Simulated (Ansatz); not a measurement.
Input file:

```yaml
crystal:
  periodic: [false, false, false]
  atoms:
    - {symbol: Ge, position_ang: [0.000000, 0.000000, 0.000000]}
    - {symbol: N, position_ang: [0.000000, 0.000000, 1.738805]}
basis:
  gaussian: {orbitals: cc-pVTZ, fitting: {mean_field: def2-universal-jkfit}}
total_charge: 1
magnetization: {spin_polarized: false}
correlation: {method: ccsd, electrons: outside_noble_gas}
```

```sh
$ ansatz run in.yaml --threads 1 --pin off --events-out ev --progress --plain --max-ram 2393MiB
```

Log:

```
343 factors; integrals over basis functions are off by at most 4.4e-1 eV
mean field evaluation 1: about -57923.1038 eV, gradient 8.2e1 eV
mean field evaluation 2: about -57860.7149 eV, gradient 1.4e2 eV
mean field evaluation 4: about -57942.1661 eV, gradient 4.5e0 eV
mean field evaluation 8: about -57942.5440 eV, gradient 2.1e-1 eV
mean field evaluation 16: about -57943.9647 eV, gradient 9.3e-2 eV
mean field evaluation 32: about -57942.5444 eV, gradient 1.1e-5 eV
mean field evaluation 64: about -57943.1960 eV, gradient 8.7e0 eV
mean field evaluation 96: about -57943.9643 eV, gradient 3.1e-1 eV
mean field evaluation 128: about -57943.2991 eV, gradient 1.7e1 eV
mean field evaluation 160: about -57934.1859 eV, gradient 2.0e1 eV
mean field evaluation 192: about -57926.7532 eV, gradient 2.4e-2 eV
mean field evaluation 224: about -57923.8293 eV, gradient 5.6e-4 eV
mean field evaluation 256: about -57910.3015 eV, gradient 6.9e1 eV
mean field -57943.96469912 eV, -2129.4014268629 hartree, gradient 2.3e-6 eV, S^2 0.000000; 10 other end points of the search recorded, 0 dependent functions left out; unrestricted orbitals would lower it
mean field evaluation 288: about -57945.6989 eV, gradient 1.1e0 eV
determinant -57943.96469912 eV, -2129.4014268629 hartree, with singles and doubles -57950.56674796 eV, -2129.6440476826 hartree
determinant -57942.54436528 eV, -2129.3492305569 hartree, with singles and doubles -57950.55155015 eV, -2129.6434891734 hartree
determinant -57943.96469912 eV, -2129.4014268629 hartree, with singles and doubles -57950.48553586 eV, -2129.6410631928 hartree
determinant -57942.54436528 eV, -2129.3492305569 hartree, with singles and doubles -57950.50213937 eV, -2129.6416733608 hartree
mean field evaluation 320: about -57942.6200 eV, gradient 7.1e-1 eV
mean field evaluation 352: about -57923.1038 eV, gradient 5.8e1 eV
mean field evaluation 384: about -57943.6278 eV, gradient 7.1e0 eV
mean field evaluation 416: about -57945.7032 eV, gradient 2.8e-1 eV
mean field evaluation 448: about -57939.8156 eV, gradient 1.0e1 eV
unrestricted determinant -57945.71213846 eV, -2129.4656440741 hartree, S^2 1.0101
15 core orbitals not correlated: weight in the atoms' cores, before any rotation towards them, 0.996 or more for the frozen orbitals, at most 0.004 for the correlated occupied ones
reference -57943.96469912 eV, -2129.4014268629 hartree; 4, 4 occupied and 54, 54 virtual orbitals, 343 factors
second order -5.53982724 eV of doubles, -0.00000000 eV of singles
cycle   1  -6.52083544 eV  change    1.3e-6 eV  update   2.4e-6
WARN: the results are in doubt because among natural orbitals full CI differs from the method by -0.111 eV
Total energy: -57950.48553457 eV, -2129.6410631454 hartree
In doubt: among natural orbitals full CI differs from the method by -0.111 eV
```

Ran on 1 thread of AMD EPYC 7R43, shared host: 17 s wall, 0.14 GiB peak host memory.
